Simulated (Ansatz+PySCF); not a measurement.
## doublet N₂(+): levels of theory in one basis

```xyz
2

N     0.0000    0.0000   -1.0818
N     0.0000    0.0000    1.0818
```

Basis set: STO-3G (spherical functions). Correlated methods keep 2 orbitals frozen. Correlation on ROHF uses semicanonical orbitals with singles. Charge 1, multiplicity 2.

Computed with Ansatz (development build ahead of 0.2.0); each method stands on the lowest determinant of its kind that the runs found.

```tsv
method	E − E(ROHF) (eV)	<S²> of the determinant
ROHF	0.00	0.75
UHF	-5.85	2.75
ROHF-MP2	-1.70	–
UHF-MP2	-6.26	2.75
UHF-CCSD	-6.33	2.75
UHF-CCSD(T)	-6.55	2.75
```

(1) What does full CI (lowest root of this spin) give on the same scale?

(2) Is a single determinant a sound starting point here?

## Answers

(1) -6.80 eV.

At such a shape the full CI root can have another spatial symmetry than the determinants, so the rows needn't describe one state.

(2) It is doubtful. Unrestricted orbitals lower Hartree–Fock by 5.85 eV and <S²> is 2.75 where a pure state has 0.75, a sign of strong static correlation.

Caution for ROHF, ROHF-MP2: an unrestricted determinant lies well below; the determinant may break the point group. Caution for ROHF, UHF, ROHF-MP2, UHF-MP2, UHF-CCSD, UHF-CCSD(T): the charge can sit on one fragment and break the point group. Caution for UHF, UHF-MP2, UHF-CCSD, UHF-CCSD(T): the unrestricted determinant is a mixture of spin states. Caution for ROHF-MP2: bonds are stretched, where a single reference can fail. Caution for ROHF-MP2, UHF-CCSD, UHF-CCSD(T): the program doubts this total. Caution for ROHF-MP2, UHF-MP2: another reference gives a lower total. Caution for UHF-MP2: large amplitudes, a single reference is doubtful. Caution for UHF-MP2, UHF-CCSD, UHF-CCSD(T): a plain start can end on a higher determinant. Caution for UHF-CCSD, UHF-CCSD(T): very large amplitudes, the method is breaking down.
